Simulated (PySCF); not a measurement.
CH₃NO. Atoms are numbered in the order given.

```xyz
6

N      0.1575    -1.0812     0.0000
C     -0.3856     0.1617     0.0000
O      0.2453     1.1934     0.0000
H      1.1596    -1.1828     0.0000
H     -0.4200    -1.9030     0.0000
H     -1.4910     0.1369     0.0000
```
Charge 0, spin multiplicity 1.

The structure is a stationary point at B3LYP-D3(BJ)/def2-TZVP. One conformer was computed; it need not be the lowest.

Computed with TDDFT-PBE/def2-SVPD (PySCF 2.14.0).

Vertical excitations. The molecule is in vacuum. State labels are in the subgroup Cs.

Computed lowest excited states:
```csv
state,symmetry,energy (eV),λ (nm),f,main pairs
S1,A",5.46,227,0.001,HOMO→LUMO 100 %
S2,A',6.05,205,0.021,HOMO→LUMO+1 93 %
S3,A',6.80,182,0.078,HOMO→LUMO+2 99 %
S4,A",6.81,182,0.010,HOMO−1→LUMO+1 99 %
S5,A",7.57,164,0.003,HOMO−1→LUMO+2 100 %
S6,A',7.65,162,0.305,HOMO−1→LUMO 84 %
S7,A',7.80,159,0.032,HOMO→LUMO+3 99 %
S8,A",8.59,144,0.005,HOMO−1→LUMO+3 99 %
S9,A',8.63,144,0.034,HOMO→LUMO+4 96 %
S10,A",8.68,143,0.011,HOMO→LUMO+5 99 %
T1,A",4.92,252,0,HOMO→LUMO 100 %
T2,A',5.40,229,0,HOMO−1→LUMO 98 %
T3,A',5.80,214,0,HOMO→LUMO+1 99 %
T4,A",6.56,189,0,HOMO−1→LUMO+1 99 %
```
Triplets are in the Tamm–Dancoff approximation, which puts them higher than full response would, so one can lie above its singlet here.
